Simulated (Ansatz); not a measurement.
Mulliken charges of C₃H₃Cl, SMILES `C=C=CCl` from r2SCAN/def2-TZVPP in Ansatz (PBE0-D4/def2-TZVP geometry).

| atom | x (Å) | y (Å) | z (Å) | charge (e) |
| --- | --- | --- | --- | --- |
| C1 | 0.496 | 1.120 | 0.570 | -0.163 |
| C2 | 0.090 | 0.016 | 0.019 | 0.011 |
| C3 | -0.298 | -1.093 | -0.531 | -0.081 |
| Cl4 | -1.945 | -1.400 | -0.962 | -0.096 |
| H5 | 0.823 | 1.962 | -0.032 | 0.108 |
| H6 | 0.518 | 1.235 | 1.649 | 0.108 |
| H7 | 0.377 | -1.907 | -0.760 | 0.113 |

Question: By hand: the dipole of these point charges (1 e Å = 4.8032 D).

Answer: Σ q r = (0.318, 0.170, 0.131) e Å, of length 0.384 e Å = 1.84 D.

Question: How does the dipole of the full density compare? (Estimate.)

Answer: Computed: (0.294, 0.140, 0.114) e Å, 1.66 D; the point charges give 1.11 times that, at 3° from its direction.

Point charges leave out the atoms' own dipoles, such as those of lone pairs, and Mulliken's split depends on the basis, so the close match here is no proof of good charges.
